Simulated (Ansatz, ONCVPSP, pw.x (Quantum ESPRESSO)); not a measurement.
What a changed setting does to a pw.x run (bcc Ge)

Potential: optimised norm-conserving Vanderbilt (ONCV), ONCVPSP 4.0.1.1 (patched build), LDA (Perdew-Wang 92); core [Ar], reference 3d10 4s2 4p2; waves: 4s: rc 1.65 bohr, ncon 3, nbas 7, qcut 3.7 1/bohr, 2 projectors, debl 3.6 Ha; 4p: rc 2.05 bohr, ncon 4, nbas 7, qcut 3.8 1/bohr, 2 projectors, debl 2.3 Ha; 3d: rc 1.30 bohr, ncon 3, nbas 8, qcut 11.7 1/bohr, 2 projectors, debl 0.25 Ha; local part: polynomial inside 1.10 bohr (lpopt 4, dvloc0 6 Ha); core correction: Teter function, fcfact 3.5, rcfact 1.7. In the d channel the program set the typed energies aside and used -1.086, 0.250 Ha.

The reference run (k-mesh 14³, cutoffs 145/580 Ry, Fermi–Dirac 0.01 Ry, mixing_beta 0.4, conv_thr 1e-9, no spin) gives -0.19 GPa at 17.893 Å³/atom, where all-electron LAPW gives -0.10 GPa. This run, with its own iteration cap, changes mixing_beta to 0.2.

```
&control
  calculation='scf', prefix='x', pseudo_dir='./', outdir='./tmp', tstress=.true., disk_io='none'
/
&system
  ibrav=0, nat=1, ntyp=1, ecutwfc=145, ecutrho=580, nbnd=15,
  occupations='smearing', smearing='fd', degauss=0.01
/
&electrons
  conv_thr=1e-09, mixing_beta=0.2, electron_maxstep=70
/
ATOMIC_SPECIES
Ge 1.0 Ge.UPF
CELL_PARAMETERS angstrom
  -1.64768577 1.64768577 1.64768577
  1.64768577 -1.64768577 1.64768577
  1.64768577 1.64768577 -1.64768577
ATOMIC_POSITIONS crystal
Ge 0.0000 0.0000 0.0000
K_POINTS automatic
14 14 14 0 0 0
```

```bash
pw.x < Ge.scf.in > Ge.scf.out
```

Problem. How does the run end?

Solution. It converges in 9 iterations; the free energy moves by +0.0 meV/atom and the pressure by -0.01 GPa. The result is that of the reference run.

```
Message from routine setup:
     using ibrav=0 with symmetry is DISCOURAGED, use correct ibrav instead
     lattice parameter (alat)  =       5.3930  a.u.
     unit-cell volume          =     120.7479 (a.u.)^3
     number of electrons       =        14.00
     number of Kohn-Sham states=           15
     kinetic-energy cutoff     =     145.0000  Ry
     charge density cutoff     =     580.0000  Ry
     scf convergence threshold =      1.0E-09
     Exchange-correlation= SLA  PW   NOGX NOGC
     number of k points=   104  Fermi-Dirac smearing, width (Ry)=  0.0100
     iteration #  1     ecut=   145.00 Ry     beta= 0.20
     c_bands:  1 eigenvalues not converged
     total energy              =    -202.54437958 Ry
     estimated scf accuracy    <       0.00277678 Ry
     iteration #  2     ecut=   145.00 Ry     beta= 0.20
     total energy              =    -202.54365741 Ry
     estimated scf accuracy    <       0.00135130 Ry
     iteration #  3     ecut=   145.00 Ry     beta= 0.20
     total energy              =    -202.54386262 Ry
     estimated scf accuracy    <       0.00008004 Ry
     iteration #  4     ecut=   145.00 Ry     beta= 0.20
     total energy              =    -202.54387208 Ry
     estimated scf accuracy    <       0.00000290 Ry
     iteration #  5     ecut=   145.00 Ry     beta= 0.20
     total energy              =    -202.54387228 Ry
     estimated scf accuracy    <       0.00000050 Ry
     iteration #  6     ecut=   145.00 Ry     beta= 0.20
     total energy              =    -202.54387230 Ry
     estimated scf accuracy    <       0.00000021 Ry
     iteration #  7     ecut=   145.00 Ry     beta= 0.20
     total energy              =    -202.54387231 Ry
     estimated scf accuracy    <       0.00000001 Ry
     iteration #  8     ecut=   145.00 Ry     beta= 0.20
     total energy              =    -202.54387231 Ry
     estimated scf accuracy    <          2.1E-09 Ry
     iteration #  9     ecut=   145.00 Ry     beta= 0.20
     the Fermi energy is    11.7851 ev
!    total energy              =    -202.54387231 Ry
     estimated scf accuracy    <          2.9E-12 Ry
     smearing contrib. (-TS)   =      -0.00184938 Ry
     The total energy is F=E-TS. E is the sum of the following terms:
     one-electron contribution =     -91.29726593 Ry
     hartree contribution      =      59.00955609 Ry
     xc contribution           =     -55.71284814 Ry
     ewald contribution        =    -114.54146494 Ry
     convergence has been achieved in   9 iterations
          total   stress  (Ry/bohr**3)                   (kbar)     P=       -1.97
     Message from routine punch:
     Nothing written, as per user request (disk_io='none')
```

The run took about 3.2 min on one core of a shared host (Neoverse-N1, 64 threads, 124 GiB, load 57).
